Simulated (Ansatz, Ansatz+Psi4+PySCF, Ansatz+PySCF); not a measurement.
```xyz
10

C     0.0230    0.5483    0.0000
C     0.0230   -0.1953    1.2916
C     0.0230   -0.1953   -1.2916
H    -0.3141    1.5797    0.0000
H     0.2302    0.4636    2.1385
H     0.2302    0.4636   -2.1385
H    -0.9904   -0.7023    1.4934
H     0.7760   -0.9909    1.2862
H     0.7760   -0.9909   -1.2862
H    -0.9904   -0.7023   -1.4934
```

Basis set: cc-pVTZ (spherical functions). Correlated methods keep 3 orbitals frozen. Correlation on ROHF uses semicanonical orbitals with singles. Charge 0, multiplicity 2.

Computed with Ansatz (development build ahead of 0.2.0); each method stands on the lowest determinant of its kind that the runs found.

(1) Give the atomization energy at this shape (free ground-state atoms in the same class of orbitals less the molecule, no zero-point energy) of doublet C3H7 by ROHF-MP2, UHF-MP2, ROHF, UHF.

Answers

(1)

```tsv
method	atomization energy
ROHF-MP2	38.31 eV
UHF-MP2	38.28 eV
ROHF	30.26 eV
UHF	29.99 eV
```
